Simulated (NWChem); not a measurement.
All runs are NWChem calculations. System: dimethylamine (C$_{2}$H$_{7}$N), charge 0, spin multiplicity 1, at a geometry optimised with PBE0/def2-SVP. Level: RHF/def2-SVP.

The NWChem input:

```
start mol
memory heap 200 mb stack 900 mb global 1100 mb
geometry units angstroms nocenter noautoz
  C      0.018377     0.216735    -1.207262
  N     -0.140010    -0.551445     0.000000
  C      0.018377     0.216735     1.207262
  H      0.986118     0.762439    -1.288612
  H     -0.781513     0.973295    -1.278620
  H     -0.075380    -0.436074    -2.088621
  H      0.501100    -1.340025     0.000000
  H      0.986118     0.762439     1.288612
  H     -0.075380    -0.436074     2.088621
  H     -0.781513     0.973295     1.278620
  symmetry group Cs
end
basis spherical
  * library def2-svp
end
scf
  rhf
  nopen 0
  maxiter 100
  thresh 1e-7
  semidirect memsize 60000000 filesize 0
end
task scf energy
```

Part of the output:

```
             Northwest Computational Chemistry Package (NWChem) 7.3.0
             --------------------------------------------------------

                                NWChem Input Module
                                -------------------

 Scaling coordinates for geometry "geometry" by  1.889725989
 (inverse scale =  0.529177249)

 Turning off AUTOSYM since
 SYMMETRY directive was detected!

                             Geometry "geometry" -> ""
                             -------------------------

 Output coordinates in angstroms (scale by  1.889725989 to convert to a.u.)

  No.       Tag          Charge          X              Y              Z
 ---- ---------------- ---------- -------------- -------------- --------------
    1 C                    6.0000     0.01837700     0.21673500    -1.20726200
    2 N                    7.0000    -0.14001000    -0.55144500     0.00000000
    3 C                    6.0000     0.01837700     0.21673500     1.20726200
    4 H                    1.0000     0.98611800     0.76243900    -1.28861200
    5 H                    1.0000    -0.78151300     0.97329500    -1.27862000
    6 H                    1.0000    -0.07538000    -0.43607400    -2.08862100
    7 H                    1.0000     0.50110000    -1.34002500     0.00000000
    8 H                    1.0000     0.98611800     0.76243900     1.28861200
    9 H                    1.0000    -0.07538000    -0.43607400     2.08862100
   10 H                    1.0000    -0.78151300     0.97329500     1.27862000

 Effective nuclear repulsion energy (a.u.)      84.2929050501

            Nuclear Dipole moment (a.u.)
            ----------------------------
        X                 Y               Z
 ---------------- ---------------- ----------------
     0.0000075589    -0.0000000000     0.0000000000

      Symmetry information
      --------------------

 Group name             Cs
 Group number              2
 Group order               2
 No. of unique centers     6

      Symmetry unique atoms

     1    2    4    5    6    7


 Summary of "ao basis" -> "" (spherical)
 ------------------------------------------------------------------------------
       Tag                 Description            Shells   Functions and Types
 ---------------- ------------------------------  ------  ---------------------
 *                          def2-svp                  on all atoms

 Summary of "ao basis" -> "ao basis" (spherical)
 ------------------------------------------------------------------------------
       Tag                 Description            Shells   Functions and Types
 ---------------- ------------------------------  ------  ---------------------
 C                          def2-svp                 6       14   3s2p1d
 N                          def2-svp                 6       14   3s2p1d
 H                          def2-svp                 3        5   2s1p

                                 NWChem SCF Module
                                 -----------------

  ao basis        = "ao basis"
  functions       =    77
  atoms           =    10
  closed shells   =    13
  open shells     =     0
  charge          =   0.00
  wavefunction    = RHF
  use symmetry    = T
  symmetry adapt  = T

 Summary of "ao basis" -> "ao basis" (spherical)
 ------------------------------------------------------------------------------
       Tag                 Description            Shells   Functions and Types
 ---------------- ------------------------------  ------  ---------------------
[...]
       -----------------------------------------------

  Numbering of irreducible representations:

     1 a'          2 a"

  Orbital symmetries:

     1 a'          2 a"          3 a'          4 a'          5 a"
     6 a'          7 a'          8 a'          9 a"         10 a"
    11 a'         12 a"         13 a'         14 a'         15 a'
    16 a"         17 a'         18 a'         19 a"         20 a"
    21 a'         22 a"         23 a'

             Final eigenvalues
             -----------------

              1
    1  -15.5351
    2  -11.2482
    3  -11.2482
    4   -1.1886
    5   -0.9346
    6   -0.8386
    7   -0.6609
    8   -0.6096
    9   -0.5955
   10   -0.5330
   11   -0.5075
   12   -0.5066
   13   -0.3626
   14    0.1763
   15    0.2203
   16    0.2255
   17    0.2576
   18    0.2642
   19    0.2875
   20    0.2998
   21    0.3629
   22    0.4339
   23    0.5977

                       ROHF Final Molecular Orbital Analysis
                       -------------------------------------

 Vector   11  Occ=2.000000D+00  E=-5.074820D-01  Symmetry=a'
              MO Center= -1.5D-01,  3.5D-02, -2.1D-15, r^2= 2.8D+00
   Bfn.  Coefficient  Atom+Function         Bfn.  Coefficient  Atom+Function
  ----- ------------  ---------------      ----- ------------  ---------------
    19      0.266284   2 N  py                5      0.255472   1 C  py
    33      0.255472   3 C  py               58      0.255943   7 H  s
    48      0.224676   5 H  s                73      0.224676  10 H  s
    53     -0.160752   6 H  s                68     -0.160752   9 H  s
    22     -0.156177   2 N  py

 Vector   12  Occ=2.000000D+00  E=-5.065657D-01  Symmetry=a"
              MO Center=  8.3D-03, -6.9D-02, -1.2D-15, r^2= 3.3D+00
   Bfn.  Coefficient  Atom+Function         Bfn.  Coefficient  Atom+Function
  ----- ------------  ---------------      ----- ------------  ---------------
     6      0.290677   1 C  pz               34      0.290677   3 C  pz
    53     -0.280330   6 H  s                68      0.280330   9 H  s
    20      0.225041   2 N  pz

 Vector   13  Occ=2.000000D+00  E=-3.625750D-01  Symmetry=a'
              MO Center= -7.4D-02, -2.7D-01, -5.0D-16, r^2= 2.0D+00
   Bfn.  Coefficient  Atom+Function         Bfn.  Coefficient  Atom+Function
  ----- ------------  ---------------      ----- ------------  ---------------
    18      0.475883   2 N  px               21     -0.425899   2 N  px
    43      0.192137   4 H  s                63      0.192137   8 H  s
    17      0.182714   2 N  s                22     -0.181485   2 N  py
    19      0.176564   2 N  py               44      0.153263   4 H  s
    64      0.153263   8 H  s

 Vector   14  Occ=0.000000D+00  E= 1.763243D-01  Symmetry=a'
              MO Center=  3.6D-01,  9.3D-03,  9.9D-17, r^2= 6.9D+00
   Bfn.  Coefficient  Atom+Function         Bfn.  Coefficient  Atom+Function
  ----- ------------  ---------------      ----- ------------  ---------------
     3      1.718193   1 C  s                31      1.718193   3 C  s
    44     -0.808349   4 H  s                54     -0.805078   6 H  s
    64     -0.808349   8 H  s                69     -0.805078   9 H  s
    59     -0.721422   7 H  s                49     -0.687188   5 H  s
    74     -0.687188  10 H  s                17      0.388324   2 N  s

 Vector   15  Occ=0.000000D+00  E= 2.203483D-01  Symmetry=a'
              MO Center= -5.7D-02, -1.9D-01,  8.3D-16, r^2= 6.4D+00
   Bfn.  Coefficient  Atom+Function         Bfn.  Coefficient  Atom+Function
  ----- ------------  ---------------      ----- ------------  ---------------
    59      1.272350   7 H  s                17     -1.141047   2 N  s
    49     -1.038333   5 H  s                74     -1.038333  10 H  s
     3      0.926644   1 C  s                31      0.926644   3 C  s
    44     -0.450377   4 H  s                64     -0.450377   8 H  s
     8      0.432823   1 C  py               36      0.432823   3 C  py

 Vector   16  Occ=0.000000D+00  E= 2.254565D-01  Symmetry=a"
              MO Center=  4.6D-02,  2.5D-01,  4.4D-15, r^2= 8.6D+00
   Bfn.  Coefficient  Atom+Function         Bfn.  Coefficient  Atom+Function
  ----- ------------  ---------------      ----- ------------  ---------------
     3      2.331461   1 C  s                31     -2.331461   3 C  s
    54     -1.203532   6 H  s                69      1.203532   9 H  s
    44     -0.935462   4 H  s                64      0.935462   8 H  s
    49     -0.920020   5 H  s                74      0.920020  10 H  s
     9     -0.306212   1 C  pz               37     -0.306212   3 C  pz

 center of mass
 --------------
 x =  -0.03162395 y =  -0.05247256 z =  -0.00000000

 moments of inertia (a.u.)
 ------------------
         217.977333867197          -1.884102152137           0.000000000000
          -1.884102152137         193.339280793479           0.000000000000
           0.000000000000           0.000000000000          51.247230965868

  Mulliken analysis of the total density
  --------------------------------------

    Atom       Charge   Shell Charges
 -----------   ------   -------------------------------------------------------
    1 C    6     5.88   1.99  0.86  0.17  2.00  0.81  0.05
    2 N    7     7.48   1.99  0.96  0.57  2.40  1.53  0.03
    3 C    6     5.88   1.99  0.86  0.17  2.00  0.81  0.05
    4 H    1     1.00   0.76  0.21  0.02
    5 H    1     0.97   0.76  0.19  0.02
    6 H    1     0.97   0.76  0.18  0.02
    7 H    1     0.88   0.73  0.10  0.05
    8 H    1     1.00   0.76  0.21  0.02
    9 H    1     0.97   0.76  0.18  0.02
   10 H    1     0.97   0.76  0.19  0.02

       Multipole analysis of the density wrt the origin
       ------------------------------------------------

     L   x y z        total         open         nuclear
     -   - - -        -----         ----         -------
     0   0 0 0     -0.000000      0.000000     26.000000

     1   1 0 0      0.401245      0.000000      0.000008
     1   0 1 0      0.059412      0.000000     -0.000000
     1   0 0 1     -0.000000      0.000000      0.000000

     2   2 0 0    -16.194609      0.000000     12.749129
     2   1 1 0     -1.448321      0.000000     -0.125236
     2   1 0 1     -0.000000      0.000000      0.000000
     2   0 2 0    -15.149822      0.000000     28.302651
     2   0 1 1      0.000000      0.000000      0.000000
     2   0 0 2    -14.732456      0.000000    117.149600

 Task  times  cpu:        0.5s     wall:        0.5s

 Total times  cpu:        0.6s     wall:        0.6s
```
